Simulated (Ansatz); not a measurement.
We consider rutile SnO2, described by HSE06+SOC (plane waves, PAW; Ansatz, a first-principles code).

Settings: plane-wave cutoff 460 eV, 6×6×6 k mesh, Fermi–Dirac smearing 0.01 eV, PAW data made under PBE.

Cell (measured lattice):

Space group P4₂/mnm (No. 136); a = b = 4.737 Å, c = 3.186 Å, α = β = γ = 90.00°

```json
[
 {"atom": "Sn", "site": "2a", "symmetry": "m.mm", "x": "0.0000", "y": "0.0000", "z": "0.0000"},
 {"atom": "O", "site": "4f", "symmetry": "m.2m", "x": "0.3058", "y": "0.3058", "z": "0.0000"}
]
```

Question: Give the computed band gap.

Answer: 
* **band gap**: 3.02 eV (on the SCF k mesh) (direct)

Measured, for comparison: band gap 3.81 eV (zero-point renormalisation of 215 meV (computed, non-adiabatic AHC, without the lattice-expansion part) added back here to the 1.8 K gap of; inputs from Miglio et al. (2020), arXiv:2011.12765). Computed (rounded) less measured: band gap -0.79 eV.

Note: cell and atoms aren't relaxed at this level (largest force component 0.02 eV/Å, pressure 1.6 GPa).

The computed numbers hold no vibrational or temperature effects.
